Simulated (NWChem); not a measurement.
Program: NWChem. System: NO (+1), charge 1, spin multiplicity 1, at a geometry optimised with PBE0/def2-SVP. The structure started from a generated list of species. Level: B3LYP/Sadlej pVTZ, VWN1-RPA local correlation.

Job file:

```
start mol
memory heap 200 mb stack 900 mb global 1100 mb
charge 1
geometry units angstroms nocenter noautoz
  N      0.000000     0.000000     0.565282
  O      0.000000     0.000000    -0.494622
  symmetry group C2v
end
basis spherical
  * library sadlej_pvtz
end
dft
  xc b3lyp
  semidirect memsize 60000000 filesize 0
  iterations 100
end
property
  dipole
  response 1 0.0428
end
task dft property
```

NWChem printed:

```
             Northwest Computational Chemistry Package (NWChem) 7.3.0
             --------------------------------------------------------

                                NWChem Input Module
                                -------------------

 Scaling coordinates for geometry "geometry" by  1.889725989
 (inverse scale =  0.529177249)

 Turning off AUTOSYM since
 SYMMETRY directive was detected!

                             Geometry "geometry" -> ""
                             -------------------------

 Output coordinates in angstroms (scale by  1.889725989 to convert to a.u.)

  No.       Tag          Charge          X              Y              Z
 ---- ---------------- ---------- -------------- -------------- --------------
    1 N                    7.0000     0.00000000     0.00000000     0.56528200
    2 O                    8.0000     0.00000000     0.00000000    -0.49462200

 Effective nuclear repulsion energy (a.u.)      27.9590660512

            Nuclear Dipole moment (a.u.)
            ----------------------------
        X                 Y               Z
 ---------------- ---------------- ----------------
     0.0000000000     0.0000000000    -0.0000037795

      Symmetry information
      --------------------

 Group name             C2v
 Group number             16
 Group order               4
 No. of unique centers     2

      Symmetry unique atoms

     1    2


 Summary of "ao basis" -> "" (spherical)
 ------------------------------------------------------------------------------
       Tag                 Description            Shells   Functions and Types
 ---------------- ------------------------------  ------  ---------------------
 *                        sadlej_pvtz                 on all atoms

                              NWChem Property Module
                              ----------------------

                                 NWChem DFT Module
                                 -----------------

 Summary of "ao basis" -> "ao basis" (spherical)
 ------------------------------------------------------------------------------
       Tag                 Description            Shells   Functions and Types
 ---------------- ------------------------------  ------  ---------------------
 N                        sadlej pvtz               10       24   5s3p2d
 O                        sadlej pvtz               10       24   5s3p2d

 Summary of "ao basis" -> "ao basis" (spherical)
 ------------------------------------------------------------------------------
       Tag                 Description            Shells   Functions and Types
 ---------------- ------------------------------  ------  ---------------------
 N                        sadlej pvtz               10       24   5s3p2d
 O                        sadlej pvtz               10       24   5s3p2d

            General Information
            -------------------
          SCF calculation type: DFT
          Wavefunction type:  closed shell.
          No. of atoms     :     2
          No. of electrons :    14
           Alpha electrons :     7
            Beta electrons :     7
          Charge           :     1
          Spin multiplicity:     1
          Use of symmetry is: off; symmetry adaption is: off
          Maximum number of iterations: 100
          AO basis - number of functions:    48
                     number of shells:    20
          Convergence on energy requested:  1.00D-06
          Convergence on density requested:  1.00D-05
          Convergence on gradient requested:  5.00D-04

              XC Information
              --------------
                         B3LYP Method XC Potential
                     Hartree-Fock (Exact) Exchange  0.200
                        Slater Exchange Functional  0.800 local
                    Becke 1988 Exchange Functional  0.720 non-local
              Lee-Yang-Parr Correlation Functional  0.810
                  VWN I RPA Correlation Functional  0.190 local

             Grid Information
             ----------------
          Grid used for XC integration:  medium
          Radial quadrature: Mura-Knowles
          Angular quadrature: Lebedev.
          Tag              B.-S. Rad. Rad. Pts. Rad. Cut. Ang. Pts.
          ---              ---------- --------- --------- ---------
          N                   0.65       49           8.0       434
          O                   0.60       49           9.0       434
          Grid pruning is: on
          Number of quadrature shells:    98
          Spatial weights used:  Erf1

          Convergence Information
          -----------------------
          Convergence aids based upon iterative change in
          total energy or number of iterations.
          Levelshifting, if invoked, occurs when the
          HOMO/LUMO gap drops below (HL_TOL):  1.00D-02
          DIIS, if invoked, will attempt to extrapolate
          using up to (NFOCK): 10 stored Fock matrices.

                    Damping( 0%)  Levelshifting(0.5)       DIIS
                  --------------- ------------------- ---------------
          dE  on:    start            ASAP                start
          dE off:    2 iters        100 iters           100 iters

      Screening Tolerance Information
      -------------------------------
          Density screening/tol_rho:  1.00D-10
          AO Gaussian exp screening on grid/accAOfunc:  14
          CD Gaussian exp screening on grid/accCDfunc:  20
          XC Gaussian exp screening on grid/accXCfunc:  20
          Schwarz screening/accCoul:  1.00D-08

      Superposition of Atomic Density Guess
[...]
------------------------------------------------------------
EAF file 0: "./mol.aoints.0" size=524288 bytes
------------------------------------------------------------
               write      read    awrite     aread      wait
               -----      ----    ------     -----      ----
     calls:        1         0         0         0         0
   data(b): 5.24e+05  0.00e+00  0.00e+00  0.00e+00
   time(s): 0.00e+00  0.00e+00  0.00e+00  0.00e+00  0.00e+00
rate(mb/s): 0.00e+00  0.00e+00
------------------------------------------------------------

   convergence    iter        energy       DeltaE   RMS-Dens  Diis-err    time
 ---------------- ----- ----------------- --------- --------- ---------  ------
 d= 0,ls=0.0,diis     1   -129.4748322667 -1.57D+02  3.10D-02  1.24D+00     0.3
 d= 0,ls=0.0,diis     2   -128.9266483654  5.48D-01  2.23D-02  7.15D+00     0.4
 d= 0,ls=0.0,diis     3   -129.5599522668 -6.33D-01  2.12D-03  3.98D-02     0.4
 d= 0,ls=0.0,diis     4   -129.5635589032 -3.61D-03  2.75D-04  2.03D-04     0.5
 d= 0,ls=0.0,diis     5   -129.5635812765 -2.24D-05  4.91D-05  5.68D-06     0.5
 d= 0,ls=0.0,diis     6   -129.5635818861 -6.10D-07  4.44D-06  7.49D-08     0.6

         Total DFT energy =     -129.563581886132
      One electron energy =     -225.204837867972
           Coulomb energy =       82.674931523643
    Exchange-Corr. energy =      -14.992741593052
 Nuclear repulsion energy =       27.959066051249

 Numeric. integr. density =       14.000000098617

     Total iterative time =      0.4s

                       DFT Final Molecular Orbital Analysis
                       ------------------------------------

 Vector    5  Occ=2.000000D+00  E=-9.907184D-01
              MO Center=  6.5D-10, -7.3D-10, -9.9D-02, r^2= 6.8D-01
   Bfn.  Coefficient  Atom+Function         Bfn.  Coefficient  Atom+Function
  ----- ------------  ---------------      ----- ------------  ---------------
    30      0.472683  2 O  px                31      0.398105  2 O  py
     6      0.353756  1 N  px                 7      0.297942  1 N  py
    33      0.114379  2 O  px                34      0.096333  2 O  py
     9      0.071188  1 N  px                10      0.059956  1 N  py
    18      0.040685  1 N  d  1              16     -0.034266  1 N  d -1

 Vector    6  Occ=2.000000D+00  E=-9.907184D-01
              MO Center=  3.1D-09, -3.6D-09, -9.9D-02, r^2= 6.8D-01
   Bfn.  Coefficient  Atom+Function         Bfn.  Coefficient  Atom+Function
  ----- ------------  ---------------      ----- ------------  ---------------
    31      0.472683  2 O  py                30     -0.398105  2 O  px
     7      0.353756  1 N  py                 6     -0.297942  1 N  px
    34      0.114379  2 O  py                33     -0.096333  2 O  px
    10      0.071188  1 N  py                 9     -0.059956  1 N  px
    16     -0.040685  1 N  d -1              18     -0.034266  1 N  d  1

 Vector    7  Occ=2.000000D+00  E=-9.204130D-01
              MO Center= -3.4D-10,  4.0D-10,  5.3D-01, r^2= 8.9D-01
   Bfn.  Coefficient  Atom+Function         Bfn.  Coefficient  Atom+Function
  ----- ------------  ---------------      ----- ------------  ---------------
     8      0.555400  1 N  pz                32     -0.420046  2 O  pz
     3      0.324834  1 N  s                  4      0.257605  1 N  s
     2     -0.139781  1 N  s                 28      0.102227  2 O  s
    38      0.083314  2 O  pz                14     -0.071027  1 N  pz
    29      0.066334  2 O  s                 46      0.063653  2 O  d  0

 Vector    8  Occ=0.000000D+00  E=-4.962367D-01
              MO Center=  4.0D-10, -4.3D-10,  1.9D-01, r^2= 9.6D-01
   Bfn.  Coefficient  Atom+Function         Bfn.  Coefficient  Atom+Function
  ----- ------------  ---------------      ----- ------------  ---------------
     6      0.525882  1 N  px                 7      0.467671  1 N  py
    30     -0.428070  2 O  px                31     -0.380686  2 O  py
     9      0.276445  1 N  px                10      0.245844  1 N  py
    33     -0.242694  2 O  px                34     -0.215829  2 O  py
    36     -0.057878  2 O  px                37     -0.051471  2 O  py

 Vector    9  Occ=0.000000D+00  E=-4.962367D-01
              MO Center=  3.6D-09, -4.0D-09,  1.9D-01, r^2= 9.6D-01
   Bfn.  Coefficient  Atom+Function         Bfn.  Coefficient  Atom+Function
  ----- ------------  ---------------      ----- ------------  ---------------
     7      0.525882  1 N  py                 6     -0.467671  1 N  px
    31     -0.428070  2 O  py                30      0.380686  2 O  px
    10      0.276445  1 N  py                 9     -0.245844  1 N  px
    34     -0.242694  2 O  py                33      0.215829  2 O  px
    37     -0.057878  2 O  py                36      0.051471  2 O  px

 Vector   10  Occ=0.000000D+00  E=-1.856377D-01
              MO Center=  1.3D-06, -1.5D-06, -3.0D-01, r^2= 5.3D+00
   Bfn.  Coefficient  Atom+Function         Bfn.  Coefficient  Atom+Function
  ----- ------------  ---------------      ----- ------------  ---------------
     5      2.470181  1 N  s                 29     -1.417330  2 O  s
    38     -0.700030  2 O  pz                28     -0.481867  2 O  s
    11     -0.422549  1 N  pz                14     -0.288853  1 N  pz
    35     -0.261620  2 O  pz                46     -0.209105  2 O  d  0
     4      0.203841  1 N  s                  3     -0.163374  1 N  s

 center of mass
 --------------
 x =   0.00000000 y =   0.00000000 z =   0.00026767

 moments of inertia (a.u.)
 ------------------
          29.953238405340           0.000000000000           0.000000000000
           0.000000000000          29.953238405340           0.000000000000
           0.000000000000           0.000000000000           0.000000000000

     Multipole analysis of the density
     ---------------------------------

     L   x y z        total         alpha         beta         nuclear
     -   - - -        -----         -----         ----         -------
     0   0 0 0      1.000000     -7.000000     -7.000000     15.000000

     1   1 0 0     -0.000000     -0.000000     -0.000000      0.000000
     1   0 1 0      0.000000      0.000000      0.000000      0.000000
     1   0 0 1      0.148028      0.074016      0.074016     -0.000004

     2   2 0 0     -5.793111     -2.896556     -2.896556      0.000000
     2   1 1 0     -0.000000     -0.000000     -0.000000      0.000000
     2   1 0 1      0.000000      0.000000      0.000000      0.000000
     2   0 2 0     -5.793111     -2.896556     -2.896556      0.000000
     2   0 1 1     -0.000000     -0.000000     -0.000000      0.000000
     2   0 0 2     -5.351646    -10.164369    -10.164369     14.977092

 *** CALLING NEW AORESP DRIVER FOR CLOSED AND OPEN SHELLS ***
 Entering AOResponse driver routine

--------------------------------------------------------------------------------

          ****************
          *** RESPONSE ***
          ****************

 Response module for NWChem and dynamic CPKS solver

          -----------------------------------------------
          Solving response equations for perturbing field
          -----------------------------------------------

 number of frequencies:     1
 frequency in a.u.:  0.4280000E-01
 Perturbing field: electric
 Using El. Dipole Length Gauge

 Setting up CPKS with frequency omega =      0.04280000 a.u.

                            NWChem Dynamic CPHF Module
                            --------------------------

    scftype = RHF
    nclosed =    7
      nopen =    0
  variables =      574
  num. vecs =        3
  tolerance =   1.0D-04
  max. iter =   50

  int2e_file: Failed to allocate cache ... halving
 SCF residual:    3.4276166410783043E-005

Iterative solution of linear equations
  No. of variables      574
  No. of equations        3
  Maximum subspace       30
       Convergence  1.0D-04

 ga_lkain filestub:cphf_sol
 ga_lkain filesoln:./mol.cphf_sol

   iter   nsub   residual    time
   ----  ------  --------  ---------
     1      3    8.88D+00       2.8
     2      6    1.80D+00       4.8
     3      9    4.60D-02       6.9
     4     12    7.02D-03       8.9
     5     15    4.81D-04      10.9
     6     18    9.22D-05      13.0

 Electric Dipole Response Matrix (nonzero elements):

              1        2        3
    1    5.6912   0.0000  -0.0000
    2    0.0000   5.6912   0.0000
    3   -0.0000   0.0000   9.0298

 ------------------------------------------
 average:         6.80405 + I       0.00000

 DFT Linear Response polarizability / au
 Frequency  =       0.0428000 / au
 Wavelength =    1064.5643224 / nm
              X              Y              Z
 -----------------------------------------------
 X       5.6911881      0.0000001     -0.0000001
 Y       0.0000001      5.6911881      0.0000001
 Z      -0.0000001      0.0000001      9.0297730
 -----------------------------------------------
 Eigenvalues =       5.6911882      5.6911881      9.0297730
 Isotropic   =       6.8040497
 Anisotropic =       3.3385848
 -----------------------------------------------

 Magnetic Dipole Response Matrix (nonzero elements):
 Optical rotation tensor Beta

              1        2        3
    1    0.0000   2.4063   0.0000
    2   -2.4063  -0.0000   0.0000
    3    0.0000   0.0000  -0.0000

 ------------------------------------------
 average:        -0.00000 + I       0.00000

 Exiting AOResponse driver routine

          -------------
          Dipole Moment
          -------------

 Center of charge (in au) is the expansion point
         X =       0.0000000 Y =       0.0000000 Z =      -0.0000003

   Dipole moment        0.1480286940 A.U.
             DMX       -0.0000000151 DMXEFC        0.0000000000
             DMY        0.0000000177 DMYEFC        0.0000000000
             DMZ        0.1480286940 DMZEFC        0.0000000000
   -EFC- dipole         0.0000000000 A.U.
   Total dipole         0.1480286940 A.U.

   Dipole moment        0.3762542540 Debye(s)
             DMX       -0.0000000383 DMXEFC        0.0000000000
             DMY        0.0000000449 DMYEFC        0.0000000000
             DMZ        0.3762542540 DMZEFC        0.0000000000
   -EFC- dipole         0.0000000000 DEBYE(S)
   Total dipole         0.3762542540 DEBYE(S)

 1 a.u. = 2.541766 Debyes

 Task  times  cpu:       13.0s     wall:       13.0s

 Total times  cpu:       13.0s     wall:       13.0s
```
